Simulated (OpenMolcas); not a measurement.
# [NO2]− (nitrite): a chain of runs

Wanted: the energy (UHF/STO-3G), then the energy (CASSCF(2,2)/STO-3G), then the energy (CASPT2(2,2)/STO-3G), then a single-point energy (SC-NEVPT2(2,2)/STO-3G), then a single-point energy (MRCI(2,2)/STO-3G) of [NO2]− (nitrite). 

Program for the calculation: OpenMolcas 26.06.

1 further run of the same task is left out (it didn't finish).

## (1) The molecule

[NO2]−: 3 atoms, total charge -1, spin state singlet. SMILES: `O=N[O-]`. The coordinates come from a PBE0-D4/def2-TZVPD relaxation.

Bond lengths: O1–N2 1.245 Å, N2–O3 1.245 Å. Angles: O1–N2–O3 116.8°.

## (2) A single-point energy at UHF/STO-3G (run 1)

The input, step1.inp:

```
>>> EXPORT MOLCAS_PRINT=2
&gateway
baslib = $CurrDir
coord
3
angstrom
O        0.322840       0.992650       0.287620
N        0.325750      -0.245400       0.151990
O       -0.648590      -0.747260      -0.439610
basis = STO-3G
group = NoSym
&seward
&scf
uhf
charge = -1
scramble = 0.25
prorbitals = 1 1
```

The basis set STO-3G is read from a file made from the Basis Set Exchange's data (not shown).

Command:

```bash
export MOLCAS_MEM=1860
pymolcas step1.inp > step1.log
```

Log:

```text
--- Start Module: gateway ---
[...]
--- Stop Module: gateway /rc=_RC_ALL_IS_WELL_ ---
--- Start Module: seward ---
[...]
      Basis functions           15
--- Stop Module: seward /rc=_RC_ALL_IS_WELL_ ---
--- Start Module: scf ---
[...]
       Convergence after  36 Iterations
[...]
::    Total SCF energy                               -201.1708606628
[...]
      Total spin, S                                     0.4004758370
[...]
      Total electronic charge=   24.000000
      Total            charge=   -1.000000
[...]
      Dipole Moment (debye):
      Origin of the operator (angstrom)=   -0.0141    0.0106   -0.0066
                   X= -3.5663E-01               Y=  2.6868E-01               Z= -1.6640E-01           Total=  4.7652E-01
      Center of Charge (angstrom)
[...]
--- Stop Module: scf /rc=_RC_ALL_IS_WELL_ ---
[...]
```

It took 2.2 s on 1 thread of Arm Neoverse V1, shared host; peak memory 0.37 GiB.

## (3) The energy at CASSCF(2,2)/STO-3G (run 2)

The input, step2.inp:

```
>>> EXPORT MOLCAS_PRINT=2

&GATEWAY
 BasLib=$CurrDir
 Coord
 3
 angstrom
 O        0.322840       0.992650       0.287620
 N        0.325750      -0.245400       0.151990
 O       -0.648590      -0.747260      -0.439610
 Basis=STO-3G
 Group=NoSym

&SEWARD

&RASSCF
 FileOrb=$CurrDir/step1.UnaOrb
 Spin=1
 Nactel=2 0 0
 Inactive=11
 Ras2=2
 OrbListing=Nothing
 OrbAppear=Compact
```

The basis set STO-3G is read from a file made from the Basis Set Exchange's data (not shown).

Command:

```bash
export MOLCAS_MEM=1860
pymolcas step2.inp > step2.log
```

Log:

```text
--- Start Module: gateway ---
[...]
--- Stop Module: gateway /rc=_RC_ALL_IS_WELL_ ---
--- Start Module: seward ---
[...]
      Basis functions           15
--- Stop Module: seward /rc=_RC_ALL_IS_WELL_ ---
--- Start Module: rasscf ---
[...]
      Number of active orbitals                  2
[...]
      Spin quantum number                      0.0
[...]
      Active orbitals                            2
[...]
      Number of CSFs                             3
[...]
      Number of root(s) required                 1
[...]
      Convergence after  7 iterations
[...]
      printout of CI-coefficients larger than  0.05 for root  1
      energy=    -201.204111
      conf/sym  11     Coeff  Weight
             1  20   0.95710 0.91605
             3  02  -0.28975 0.08395
      Natural orbitals and occupation numbers for root  1
      sym 1:   1.832094   0.167906
      ************************************************************************************************************************
      *                                                    Final results                                                     *
[...]
::    RASSCF root number  1 Total energy:   -201.20411136
[...]
      Total electronic charge=   24.000000
      Total            charge=   -1.000000
[...]
      Dipole Moment (debye):
      Origin of the operator (angstrom)=   -0.0141    0.0106   -0.0066
                   X= -2.9109E-01               Y=  2.1930E-01               Z= -1.3582E-01           Total=  3.8894E-01
      Center of Charge (angstrom)
[...]
--- Stop Module: rasscf /rc=_RC_ALL_IS_WELL_ ---
[...]
```

Run time: 1.6 s. Hardware: 1 thread of Arm Neoverse V1, shared host; peak memory 0.37 GiB.

## (4) The energy at CASPT2(2,2)/STO-3G (run 3)

The input, step3.input:

```
>>> EXPORT MOLCAS_PRINT=2

&GATEWAY
  BasLib
  $CurrDir
  Coord
  3
  angstrom
  O        0.322840       0.992650       0.287620
  N        0.325750      -0.245400       0.151990
  O       -0.648590      -0.747260      -0.439610
  Basis
  STO-3G
  Group
  NoSym

&SEWARD

&RASSCF
  FileOrb
  $CurrDir/step2.RasOrb
  Spin
  1
  Nactel
  2 0 0
  Inactive
  11
  Ras2
  2
  OrbListing
  Nothing
  OrbAppear
  Compact

&CASPT2
  Imaginary
  0.1
  Frozen
  3
```

The basis set STO-3G is read from a file made from the Basis Set Exchange's data (not shown).

Command:

```bash
export MOLCAS_MEM=1860
pymolcas step3.input > step3.log
```

Log:

```text
--- Start Module: gateway ---
[...]
--- Stop Module: gateway /rc=_RC_ALL_IS_WELL_ ---
[...]
      Basis functions           15
[...]
--- Start Module: rasscf ---
[...]
      Number of active orbitals                  2
[...]
      Spin quantum number                      0.0
[...]
      Active orbitals                            2
[...]
      Number of CSFs                             3
[...]
      Number of root(s) required                 1
[...]
      Convergence after  4 iterations
[...]
      printout of CI-coefficients larger than  0.05 for root  1
      energy=    -201.204111
      conf/sym  11     Coeff  Weight
             1  20   0.95711 0.91607
             3  02  -0.28971 0.08393
      Natural orbitals and occupation numbers for root  1
      sym 1:   1.832137   0.167863
      ************************************************************************************************************************
      *                                                    Final results                                                     *
[...]
::    RASSCF root number  1 Total energy:   -201.20411137
[...]
      Total electronic charge=   24.000000
      Total            charge=   -1.000000
[...]
      Dipole Moment (debye):
      Origin of the operator (angstrom)=   -0.0141    0.0106   -0.0066
                   X= -2.9097E-01               Y=  2.1921E-01               Z= -1.3576E-01           Total=  3.8877E-01
      Center of Charge (angstrom)
[...]
--- Stop Module: rasscf /rc=_RC_ALL_IS_WELL_ ---
--- Start Module: caspt2 ---
[...]
 ###    WARNING: User changed nr of frozen orbitals.                         ###
 ###############################################################################
[...]
      E2 (Variational):          -0.1011967781
      Total energy:            -201.3053081480
[...]
      Reference weight:           0.95777
[...]
::    CASPT2 Root  1     Total energy:   -201.30530815
[...]
--- Stop Module: caspt2 /rc=_RC_ALL_IS_WELL_ ---
[...]
```

Wall time 1.6 s (1 thread of Arm Neoverse V1, shared host); peak memory 0.37 GiB.

## (5) A single-point energy at SC-NEVPT2(2,2)/STO-3G (run 4)

The input, step4.input:

```
&gateway
baslib=$CurrDir
coord
3
angstrom
O        0.322840       0.992650       0.287620
N        0.325750      -0.245400       0.151990
O       -0.648590      -0.747260      -0.439610
basis=STO-3G
group=NoSym
&seward
&rasscf
fileorb=$CurrDir/step2.RasOrb
spin=1
nactel=2 0 0
inactive=11
ras2=2
orblisting=Nothing
orbappear=Compact
&caspt2
sc-nevpt2
frozen=3
```

The basis set STO-3G is read from a file made from the Basis Set Exchange's data (not shown).

Command:

```bash
export MOLCAS_MEM=1860
pymolcas step4.input > step4.log
```

Log:

```text
--- Start Module: gateway ---
[...]
--- Stop Module: gateway /rc=_RC_ALL_IS_WELL_ ---
[...]
      Basis functions           15
[...]
--- Start Module: rasscf ---
[...]
      Number of active orbitals                  2
[...]
      Spin quantum number                      0.0
[...]
      Active orbitals                            2
[...]
      Number of CSFs                             3
[...]
      Number of root(s) required                 1
[...]
      Convergence after  4 iterations
[...]
      printout of CI-coefficients larger than  0.05 for root  1
      energy=    -201.204111
      conf/sym  11     Coeff  Weight
             1  20   0.95711 0.91607
             3  02  -0.28971 0.08393
      Natural orbitals and occupation numbers for root  1
      sym 1:   1.832137   0.167863
      ************************************************************************************************************************
      *                                                    Final results                                                     *
[...]
::    RASSCF root number  1 Total energy:   -201.20411137
[...]
      Total electronic charge=   24.000000
      Total            charge=   -1.000000
[...]
      Dipole Moment (debye):
      Origin of the operator (angstrom)=   -0.0141    0.0106   -0.0066
                   X= -2.9097E-01               Y=  2.1921E-01               Z= -1.3576E-01           Total=  3.8877E-01
      Center of Charge (angstrom)
[...]
--- Stop Module: rasscf /rc=_RC_ALL_IS_WELL_ ---
--- Start Module: caspt2 ---
[...]
 ###    WARNING: User changed nr of frozen orbitals.                         ###
 ###############################################################################
[...]
      E2 (Variational):          -0.0977366651
[...]
      E2 (Variational):          -0.0976941014
      Total energy:            -201.3018054713
[...]
      Reference weight:           0.96091
[...]
::    SC-NEVPT2 Root  1     Total energy:   -201.30180547
[...]
--- Stop Module: caspt2 /rc=_RC_ALL_IS_WELL_ ---
[...]
```

It took 1.6 s on 1 thread of Arm Neoverse V1, shared host; peak memory 0.37 GiB.

## (6) The energy at MRCI(2,2)/STO-3G (run 5)

The input, step5.input:

```
&GATEWAY
BasLib
$CurrDir
Coord
3
angstrom
O        0.322840       0.992650       0.287620
N        0.325750      -0.245400       0.151990
O       -0.648590      -0.747260      -0.439610
Basis
STO-3G
Group
NoSym
&SEWARD
&RASSCF
FileOrb
$CurrDir/step2.RasOrb
Spin
1
Nactel
2 0 0
Inactive
11
Ras2
2
OrbListing
Nothing
OrbAppear
Compact
&MOTRA
LumOrb
Frozen
3
&GUGA
Electrons
18
Spin
1
Inactive
8
Active
2
CIAll
1
&MRCI
SDCI
```

The basis set STO-3G is read from a file made from the Basis Set Exchange's data (not shown).

Command:

```bash
export MOLCAS_MEM=1860
pymolcas step5.input > step5.log
```

Log:

```text
--- Start Module: gateway ---
[...]
--- Stop Module: gateway /rc=_RC_ALL_IS_WELL_ ---
[...]
      Basis functions           15
[...]
      Number of active orbitals                  2
[...]
      Spin quantum number                      0.0
[...]
      Active orbitals                            2
[...]
      Number of CSFs                             3
[...]
      Number of root(s) required                 1
[...]
      Convergence after  4 iterations
[...]
      printout of CI-coefficients larger than  0.05 for root  1
      energy=    -201.204111
      conf/sym  11     Coeff  Weight
             1  20   0.95711 0.91607
             3  02  -0.28971 0.08393
      Natural orbitals and occupation numbers for root  1
      sym 1:   1.832137   0.167863
      ************************************************************************************************************************
      *                                                    Final results                                                     *
[...]
::    RASSCF root number  1 Total energy:   -201.20411137
[...]
      Dipole Moment (debye):
      Origin of the operator (angstrom)=   -0.0141    0.0106   -0.0066
                   X= -2.9097E-01               Y=  2.1921E-01               Z= -1.3576E-01           Total=  3.8877E-01
      Center of Charge (angstrom)
[...]
      *** WARNING: Default frozen orbitals is overwritten by user input.
      *** Default values:   3
[...]
--- Start Module: guga ---
[...]
--- Stop Module: guga /rc=_RC_ALL_IS_WELL_ ---
--- Start Module: mrci ---
[...]
       (But an ACPF correction will be computed)
       USE THE DEFAULT ACPF G-VALUE GFAC=  0.11111111111111110
[...]
                      CI ENERGY:  -201.32591210
[...]
                ACPF CORRECTION:    -0.00781162
[...]
      Total electronic charge=   24.000000
      Total            charge=   -1.000000
[...]
     ACPF CORRECTION:     -0.00781162
[...]
  CI State   1     Total energy:   -201.32591210     QDav:     -0.00885910     QACPF:     -0.00781162
[...]
--- Stop Module: mrci /rc=_RC_ALL_IS_WELL_ ---
[...]
```

It took 1.9 s on 1 thread of Arm Neoverse V1, shared host; peak memory 0.37 GiB.

## (7) Results

| quantity | value |
| --- | --- |
| run 1, UHF/STO-3G: total energy | -201.17086 Eh |
| run 1, UHF/STO-3G: HOMO energy | 2.97 eV |
| run 1, UHF/STO-3G: LUMO energy | 19.34 eV |
| run 1, UHF/STO-3G: HOMO–LUMO gap (to an unbound level, set by the basis) | 16.37 eV |
| run 1, UHF/STO-3G: ⟨S²⟩ | 0.561 |
| run 2, CASSCF(2,2)/STO-3G: total energy | -201.20411 Eh |
| run 3, CASPT2(2,2)/STO-3G: total energy | -201.30531 Eh |
| run 4, SC-NEVPT2(2,2)/STO-3G: total energy | -201.30181 Eh |
| run 5, MRCI(2,2)/STO-3G: total energy | -201.32591 Eh |

⟨S²⟩ (run 1, UHF/STO-3G) is 0.56 where a pure singlet has 0.00: the reference is spin-contaminated. Mulliken charges (run 1, UHF/STO-3G) run from -0.38 on O1 to -0.24 on N2. The HOMO (run 1, UHF/STO-3G) lies at positive energy, 2.97 eV: the electron is unbound at this level or held by a compact basis; values depend on the basis. Mulliken charges (run 2, CASSCF(2,2)/STO-3G) run from -0.39 on O1 to -0.22 on N2; they depend strongly on the basis. Mulliken charges (run 3, CASPT2(2,2)/STO-3G) of the CASSCF density run from -0.39 on O1 to -0.22 on N2. Mulliken charges (run 4, SC-NEVPT2(2,2)/STO-3G) of the CASSCF density run from -0.39 on O1 to -0.22 on N2.
